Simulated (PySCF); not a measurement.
# BH3Cl− (SMILES [H][B-]([H])([H])Cl): levels of theory compared

Aim: a comparison of 4 runs (B3LYP/STO-6G, PBE0/STO-6G, CCSDT/STO-6G, CCSD(T)/STO-6G) of BH3Cl−. 

The calculation is run with PySCF 2.14.0.

10 further runs of the same task are left out: 1 that didn't finish, 9 set aside as unsound or not needed.

**1. Starting point**

BH3Cl−: 5 atoms, total charge -1, spin state singlet. SMILES: `[H][B-]([H])([H])Cl`. The B1–H4 distance was set to 2.658 Å, away from the relaxed value. At this shape a bond of the SMILES string is far longer than usual.

Bond lengths: B1–Cl2 1.875 Å, B1–H3 1.207 Å, B1–H5 1.207 Å. Angles: Cl2–B1–H3 106.7°, Cl2–B1–H5 106.7°, H3–B1–H5 112.2°.

**2. The energy at B3LYP/STO-6G (run 1)**

Contents of input.py:

```python
from pyscf import gto, dft

mol = gto.Mole()
mol.atom = '''
B      1.324991    -2.273830     0.432709
Cl     1.353110    -2.316859     3.974699
H      3.504941    -2.255405    -0.238578
H     -1.108589     1.900498    -0.939194
H      0.235186    -4.162063    -0.236386
'''
mol.basis = 'sto-6g'
mol.max_memory = 1860
mol.verbose = 3
mol.charge = -1
mol.unit = 'bohr'
mol.build()

mf = dft.RKS(mol, xc='b3lyp')
mf.conv_tol = 1e-10
mf.grids.level = 5
mf.kernel()
if not mf.converged:
    mf = mf.newton().run(mf.mo_coeff, mf.mo_occ)

energy = mf.e_tot
print(f'total energy: {energy:.8f} hartree')
```

Command:

```sh
OMP_NUM_THREADS=1 python input.py
```

The log of the run:

```text
converged SCF energy = -485.004508614373
total energy: -485.00450861 hartree
```

It took 3.9 s on 1 thread of Arm Neoverse V1, shared host; peak memory 0.19 GiB.

**3. The energy at PBE0/STO-6G (run 2)**

Contents of job.py:

```python
from pyscf import gto, dft

mol = gto.Mole()
mol.atom = '''
B      1.324991    -2.273830     0.432709
Cl     1.353110    -2.316859     3.974699
H      3.504941    -2.255405    -0.238578
H     -1.108589     1.900498    -0.939194
H      0.235186    -4.162063    -0.236386
'''
mol.verbose = 4
mol.max_memory = 1860
mol.basis = 'sto-6g'
mol.unit = 'bohr'
mol.charge = -1
mol.build()

mf = dft.RKS(mol, xc='pbe0')
mf.grids.level = 5
mf.conv_tol = 1e-10
mf.kernel()
if not mf.converged:
    mf = mf.newton().run(mf.mo_coeff, mf.mo_occ)

energy = mf.e_tot
print(f'total energy: {energy:.8f} hartree')
```

Command:

```sh
OMP_NUM_THREADS=1 python job.py
```

The log of the run:

```text
PySCF version 2.14.0

[... 74 lines left out ...]
converged SCF energy = -484.808182392692
total energy: -484.80818239 hartree
```

Wall time 3.9 s (1 thread of Arm Neoverse V1, shared host); peak memory 0.19 GiB.

Run 3 isn't shown in full; the table further down has it.

**4. The energy at CCSD(T)/STO-6G (run 4)**

Contents of calc.py:

```python
from pyscf import gto, scf, cc

mol = gto.M(
    atom='''
B      0.701155    -1.203259     0.228980
Cl     0.716035    -1.226029     2.103320
H      1.854735    -1.193509    -0.126250
H     -0.586640     1.005700    -0.497000
H      0.124455    -2.202469    -0.125090
''',
    charge=-1,
    spin=0,
    max_memory=1860,
    basis='sto-6g',
    verbose=3,
)

mf = scf.RHF(mol)
mf.conv_tol = 1e-10
mf.kernel()
if not mf.converged:
    mf = mf.newton().run(mf.mo_coeff, mf.mo_occ)

mycc = cc.CCSD(mf, frozen=6)
mycc.kernel()
e_t = mycc.ccsd_t()
e_final = mycc.e_tot + e_t
print('E = %.10f Eh' % e_final)
```

Command:

```sh
OMP_NUM_THREADS=1 python calc.py
```

The log of the run:

```text
converged SCF energy = -484.05028104353
E(CCSD) = -484.1912470686727  E_corr = -0.140966025142824
CCSD(T) correction = -0.00618694819978126
E = -484.1974340169 Eh
```

Run time: 0.99 s. Hardware: 1 thread of Arm Neoverse V1, shared host; peak memory 0.1 GiB.

**5. The series**

```
run           level  integration grid  frozen core orbitals  energy (Eh)  HOMO energy (eV)  LUMO energy (eV)  HOMO–LUMO gap (eV)  wall time
  1    B3LYP/STO-6G                 5                     –  -485.004509              4.01              7.76                3.75      3.9 s
  2     PBE0/STO-6G                 5                     –  -484.808182              3.95              8.05                4.10      3.9 s
  3    CCSDT/STO-6G                 –                     6  -484.195210              2.20             11.54                9.34      1.3 s
  4  CCSD(T)/STO-6G                 –                     6  -484.197434              2.20             11.54                9.34     0.99 s
```

**6. Summary of results**

```
                                                    quantity          value
                                         run 4: total energy  -484.19743 Eh
                  run 4: HOMO energy (Hartree–Fock orbitals)        2.20 eV
                  run 4: LUMO energy (Hartree–Fock orbitals)       11.54 eV
run 4: HOMO–LUMO gap (to an unbound level, set by the basis)        9.34 eV
          run 4: correlation energy (6 core orbitals frozen)     -147.2 mEh
                                       run 4: (T) correction      -6.19 mEh
                                        run 4: T1 diagnostic          0.071
```

Totals of different functionals can't be ranked against each other. In runs 1, 2, 3, 4 the HOMO lies above zero, so the outermost electron may be held by the basis alone. In run 4 the T1 diagnostic is large, so a single reference may not serve. In runs 1, 2, 3, 4 the basis is minimal, so the values are rough. All runs together took 10 s, the longest 3.9 s.
